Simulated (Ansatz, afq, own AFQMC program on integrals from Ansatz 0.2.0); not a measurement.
**BSiH₅, singlet in cc-pVDZ, levels against CCSDT(Q)**

```
atom    x (Å)    y (Å)    z (Å)
   B  -2.1223   0.0401   0.0000
   H  -2.7190   1.0737   0.0000
   H  -2.7190  -0.9935   0.0000
   H  -0.5193   0.0401   0.0000
  Si   0.9207   0.0401   0.0000
   H   1.5329  -0.8342   1.0900
   H   1.5329  -0.8342  -1.0900
```

Basis cc-pVDZ. Only valence electrons are correlated. Integrals, coupled cluster, full CI and functionals: Ansatz 0.2.0; the random walks run on the same integrals in our own AFQMC program. ph-AFQMC/CISD is guided by a CISD state made of CCSD amplitudes; releasing the constraint for a short imaginary time cuts its bias at the price of noise, slowly where states lie close. Error bars are statistical, one sigma.

Determinant: RHF, the one that the program's search chose, which needn't be the lowest solution. The geometry is a point of a scan.

No full CI on the walks' own integrals is used here; CCSDT(Q) serves as the reference and is uncertain by about the last step of the cluster series.

Cautions: higher spins were not checked; restricted determinant unstable towards unrestricted (UHF 423 meV lower, ⟨S²⟩ 0.75); strong correlation (T1 0.032, weight of the determinant 0.83, largest double 0.16).

* T1 diagnostic: 0.0319
* weight of the determinant in the CISD state: 0.827
* size of the correlated space: 12 electrons in 51 orbitals

```csv
level,correlation energy (eV)
MP2,-5.4695
CCSD,-6.8633
CCSD(T),-7.0882
```

(1) Estimate where AFQMC with the constraint released lies against CCSD(T) on the same integrals.

(1) 5.3 ± 0.6 kJ/mol below CCSD(T).

Reference: CCSDT(Q), correlation energy -7.150 eV. The released energy is read at 2.40 1/Eh (meV from the phaseless value at times in 1/Eh: -8 ± 5 at 0.24, -13 ± 4 at 0.51, -17 ± 4 at 0.99, -24 ± 5 at 1.62, -25 ± 7 at 2.40).

```tsv
level	E − E(reference) (kJ/mol)	share of correlation (%)
CCSD(T)	6.0	99.14
CCSDT	1.5	99.79
ph-AFQMC/CISD	3.1 ± 0.4	99.55
released AFQMC	0.6 ± 0.6	99.91
```

A walk keeps the symmetry of its determinant, which the program's search chose and which needn't be the lowest solution, so a lower state of the same spin and another symmetry isn't excluded. Released energies are given only where the last usable release times agree within the noise; a slower fall can still hide under it.
